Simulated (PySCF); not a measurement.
## P: ionisation energy

P [Ne] 3s2 3p3 (4S) → P⁺ [Ne] 3s2 3p2 (3P), as a difference of total energies. Calculation: PySCF 2.14, in def2-TZVPPD; no relativity, point nucleus. Correlated levels: valence and next inner shell: 1s2 frozen. The calculations carry no spin-orbit coupling.

```
                                method  ionisation energy (eV)  error (eV)
                                   UHF                   9.907      -0.619
    MP2 (valence and next inner shell)                  10.485      -0.041
SCS-MP2 (valence and next inner shell)                  10.308      -0.218
   CCSD (valence and next inner shell)                  10.414      -0.112
CCSD(T) (valence and next inner shell)                  10.455      -0.071
```

Reference: 10.526 eV (measured; NIST levels, between the centres of gravity of the two terms).

Errors of the correlated levels include the incompleteness of this basis and the frozen core.
